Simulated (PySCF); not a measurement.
**Vertical excitation energies**

Species: C3H6N2.
Z-matrix (Å and degrees, GFN2-xTB geometry), rows numbered from 1:
```
C 
N   1  1.2618
N   2  1.2801  1  129.82
C   3  1.2617  2  131.49  1  -101.12
C   4  1.4967  3  126.54  2     9.82
H   1  1.0882  2  124.27  3     9.74
H   1  1.0769  2  117.48  3  -169.78
H   4  1.0819  3  115.81  2  -169.91
H   5  1.0881  4  110.62  3    -0.74
H   5  1.0898  4  110.06  3   120.06
H   5  1.0895  4  109.96  3  -121.26
```

Method used: TDDFT CAM-B3LYP/def2-SVPD, vertical, gas phase, core orbitals frozen in the response in PySCF 2.14.0, density-fitted response routines.

```
state  λ (nm)  E (eV)       f  |μ| (D)   main configurations (H = HOMO, L = LUMO)
   S1   254.3    4.88  0.0054     0.54       H→L (63%), H-1→L (17%), H-1→L+1 (9%)
   S2   238.4    5.20  0.0065     0.57    H-1→L (42%), H-1→L+1 (19%), H→L+1 (14%)
   S3   199.3    6.22   0.070     1.72                   H→L+1 (49%), H-1→L (35%)
   S4   192.3    6.45   0.487     4.46      H-1→L+1 (48%), H→L (24%), H→L+1 (20%)
   S5   178.6    6.94   0.053     1.42  H→L+2 (54%), H-1→L+1 (12%), H-1→L+2 (12%)
   S6   174.0    7.12   0.087     1.79                 H-1→L+2 (58%), H→L+2 (27%)
   S7   163.5    7.58  0.0075     0.51                                H→L+3 (84%)
   S8   160.4    7.73   0.035     1.10                              H-1→L+3 (82%)
```

Triplets, Tamm–Dancoff:

```csv
state,E (eV),λ (nm),"main configurations (H = HOMO, L = LUMO)"
T1,3.88,319.8,"H→L (51%), H-1→L (30%)"
T2,4.03,307.5,"H-1→L (41%), H→L (35%)"
T3,4.35,285.1,"H→L+1 (50%), H-1→L (18%), H→L+2 (17%)"
```

The lowest singlet lies at 4.88 eV (254 nm, ultraviolet) and is weak; its leading configuration is HOMO→LUMO (63%). The strongest level in the table is S4 at 6.45 eV (192 nm, f = 0.487). Löwdin shares by element: HOMO nitrogen 57%, carbon 30% or more; LUMO nitrogen 43%, carbon 36% or more (atoms not listed hold the other 21%). The oscillator strengths of these states sum to 0.752; summed over the whole spectrum of an exact calculation they would give the number of electrons, 38 (Thomas–Reiche–Kuhn). The listed states span 2.85 eV, and the widest gap between neighbours is 1.02 eV (S2 to S3). Of the 8 states listed, 5 reach f = 0.01 and none stays under 0.0005. No computed singlet lies in the visible range (380 to 750 nm); the lowest, at 254 nm, stands 1.61 eV above its violet end (3.26 eV). Singlets were solved by full linear response, triplets in the Tamm–Dancoff approximation.

Cost: about 30 s of CPU time on one thread; the machine was shared, so the figure is rough.

One conformer stands for the species.
